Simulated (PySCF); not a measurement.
**Basis set benchmark on one molecule**

Molecule: Benzoquinone (SMILES O=C1C=CC(=O)C=C1).

Structure with atom numbers: `[O:1]=[C:2]1[CH:3]=[CH:4][C:5](=[O:6])[CH:7]=[CH:8]1`. Each H is labelled by its parent atom.

Geometry PBE0-D3(BJ)/def2-SVP throughout; GIAO in PySCF 2.14, gas phase, one conformer, non-relativistic; equivalent atoms averaged; functional PBE0.

Reference values (measured; toluene; Olsson, Cremer, J. Phys. Chem. 1996, 100, 16881): δ(O1/O6) = 671.2 ppm vs H2O (gas). Computed shifts are taken against H2O, calculated as an isolated molecule at each level.

Problem. How do the basis sets STO-3G, pcSseg-0, 6-31G, 6-31G*, cc-pVDZ, def2-SVP, pcSseg-1, aug-cc-pVDZ, 6-311+G(2d,p), def2-TZVP, cc-pVTZ, IGLO-III perform against the reference? Times are CPU seconds on shared hosts with different chips, so compare them loosely.

Solution. 
```csv
basis set,functions,O1/O6,abs. error O,core-s
STO-3G,44,772.9,101.7,3.9
pcSseg-0,80,897.0,225.8,6.2
6-31G,80,746.5,75.3,7.7
6-31G*,120,689.9,18.7,13
cc-pVDZ,132,724.2,53.0,9.7
def2-SVP,132,740.6,69.4,9
pcSseg-1,156,770.7,99.5,10
aug-cc-pVDZ,220,692.7,21.5,21
"6-311+G(2d,p)",240,725.3,54.1,37
def2-TZVP,272,741.1,69.9,30
cc-pVTZ,296,740.1,68.9,34
IGLO-III,320,746.0,74.8,36
```

For $^{17}$O the closest is 6-31G* (18.7 ppm) and the furthest pcSseg-0 (225.8 ppm). Where a smaller basis beats a larger one, errors probably cancel. One molecule is a small sample, and vibrational and solvent effects are absent from the calculation.

A small basis that lands close on one nucleus may do so by chance; judge by the trend and by all nuclei.
